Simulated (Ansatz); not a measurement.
Geometry optimisation, UKS r2SCAN-D4/def2-SVP in Ansatz.

Input file:

```yaml
crystal:
  periodic: [false, false, false]
  atoms:
    - { symbol: Si, position_ang: [0.0, 0.0, 0.0] }
    - { symbol: H, position_ang: [0.0, 0.0, 1.71] }
    - { symbol: H, position_ang: [1.3768, 0.0, -0.4862] }
    - { symbol: H, position_ang: [-0.6877, 1.1914, -0.4862] }
    - { symbol: F, position_ang: [-0.7489, -1.2974, -0.5295] }
    - { symbol: H, position_ang: [0.0, 0.0, 2.67] }
magnetization:
  spin_polarized: true
  initial_magnetization: 1
basis:
  gaussian: { orbitals: def2-SVP }
hamiltonian:
  xc: r2scan
  dispersion: d4
relax:
  f_tol: 0.15
  max_steps: 25
  restrain:
    - { distance: [1, 5], at: 1.86, k: 30.0 }
    - { distance: [0, 1], at: 1.46, k: 30.0 }
```

Command:

```bash
$ ansatz run input.yaml --threads 1 --pin off --max-ram 2048MiB --backend cpu --events-out ev --progress --plain --runs-dir out
```

Question: Where does it end, and by what steps?

Answer: The forces met the threshold. The restraints hold the end off the free minimum; the threshold counts their pulls, which the force column leaves out. Restrained pairs: H2–H6 (0.96 → 1.86 Å), Si1–H2 (1.71 → 1.48 Å). After 4 steps the energy has risen by 0.022 eV (the restraints' own energy left out); H6 moved furthest, 0.60 Å.

```json
{"step": "0", "energy less start (eV)": "0.0000", "largest force component (eV/Å)": "1.212", "accepted": "yes"}
{"step": "1", "energy less start (eV)": "0.0455", "largest force component (eV/Å)": "0.755", "accepted": "yes"}
{"step": "2", "energy less start (eV)": "0.1248", "largest force component (eV/Å)": "1.896", "accepted": "yes"}
{"step": "3", "energy less start (eV)": "0.0260", "largest force component (eV/Å)": "0.517", "accepted": "yes"}
{"step": "4", "energy less start (eV)": "0.0224", "largest force component (eV/Å)": "0.448", "accepted": "yes"}
```

```xyz
6
Properties=species:S:1:pos:R:3
Si 0.005 0.008 -0.063
H -0.007 -0.012 1.412
H 1.405 -0.007 -0.568
H -0.708 1.213 -0.568
F -0.759 -1.315 -0.609
H 0.004 0.007 3.273
```

The run took 20 s on 1 thread of Arm Neoverse V1, on a shared host, peak memory 0.14 GiB.
